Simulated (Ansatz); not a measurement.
What a trial cell of NbH2 relaxes into

Computed with DFT r2SCAN, scalar-relativistic, plane waves, PAW (Ansatz 0.2.0). Cutoff 500 eV, Γ-centred k mesh, Gaussian smearing, no spin polarisation in the final step.

The start puts NbH2 on the 2H molybdenite structure type (P6_3/mmc, No. 194), with Nb in place of Mo, H in place of S, at a guessed volume.

```
Nb H
1.0
     2.39174    0.00000    0.00000
    -1.19587    2.07131    0.00000
     0.00000    0.00000    9.30290
Nb H
2 4
Direct
  0.33333 0.66667 0.25000
  0.66667 0.33333 0.75000
  0.33333 0.66667 0.62750
  0.66667 0.33333 0.12750
  0.33333 0.66667 0.87250
  0.66667 0.33333 0.37250
```

Steps on the 12×12×2 mesh (6 atoms). 12 of 20 steps are shown, and the free energy counts from the last. Trial steps that were taken back and renewals of the plane-wave basis can be among the rows.

| step | ΔF (meV/atom) | V (Å³/atom) | P (GPa) | largest force component (eV/Å) |
| --- | --- | --- | --- | --- |
| 1 | 1421.9 | 7.68 | 108.37 | 3.322 |
| 3 | 481.1 | 9.53 | 29.90 | 0.586 |
| 4 | 332.0 | 10.42 | 11.08 | 0.086 |
| 6 | 288.4 | 11.05 | -0.23 | 0.028 |
| 8 | 285.6 | 10.50 | -0.27 | 0.005 |
| 10 | 271.1 | 9.53 | 0.66 | 0.082 |
| 11 | 251.8 | 9.10 | 0.71 | 0.197 |
| 13 | 131.9 | 8.24 | 1.43 | 0.496 |
| 15 | 20.4 | 7.54 | 8.33 | 0.179 |
| 17 | 11.2 | 7.85 | 0.02 | 0.011 |
| 18 | 0.5 | 7.85 | 1.12 | 0.016 |
| 20 | 0.0 | 7.89 | 0.13 | 0.003 |

Steps on the 6×6×4 mesh (6 atoms). 4 of 5 steps are shown, and the free energy counts from the last.

| step | ΔF (meV/atom) | V (Å³/atom) | P (GPa) | largest force component (eV/Å) |
| --- | --- | --- | --- | --- |
| 1 | 7.9 | 7.89 | 0.29 | 0.085 |
| 2 | 2.8 | 8.01 | -2.46 | 0.061 |
| 3 | 0.2 | 7.88 | 0.50 | 0.019 |
| 5 | 0.0 | 7.90 | 0.02 | 0.002 |

A final relaxation ran on a 12×12×8 mesh. The relaxed crystal, P6_3/mmc (No. 194):

```cif
data_structure
_symmetry_space_group_name_H-M 'P6_3/mmc'
_symmetry_Int_Tables_number 194
_cell_length_a 3.1251
_cell_length_b 3.1251
_cell_length_c 5.6024
_cell_angle_alpha 90.000
_cell_angle_beta 90.000
_cell_angle_gamma 120.000
_cell_volume 47.39
loop_
_atom_site_label
_atom_site_type_symbol
_atom_site_symmetry_multiplicity
_atom_site_Wyckoff_symbol
_atom_site_fract_x
_atom_site_fract_y
_atom_site_fract_z
_atom_site_occupancy
Nb1 Nb 2 c 0.33333 0.66667 0.25000 1
H1 H 4 f 0.33333 0.66667 0.59313 1
```

```json
{
  "Volume per atom": "7.90 Å³",
  "Density": "6.65 g/cm³",
  "Energy over the elements": "-0.12 eV/atom",
  "Gap on the 12×12×8 mesh": "0 eV (a metal)"
}
```

Energies over the elements count from the elements' standard structures at the same level (H₂ as a molecule), with no empirical corrections.

The final run used a 12×12×8 mesh on its 6-atom cell and 0.10 eV smearing. The k mesh leaves about 4 meV/atom of noise in metals.

Symmetry constrained the relaxation, so the result can be a saddle point.

Cost: 4 runs of about 3.5 core-minutes in all, on Arm Neoverse V1 (shared hosts).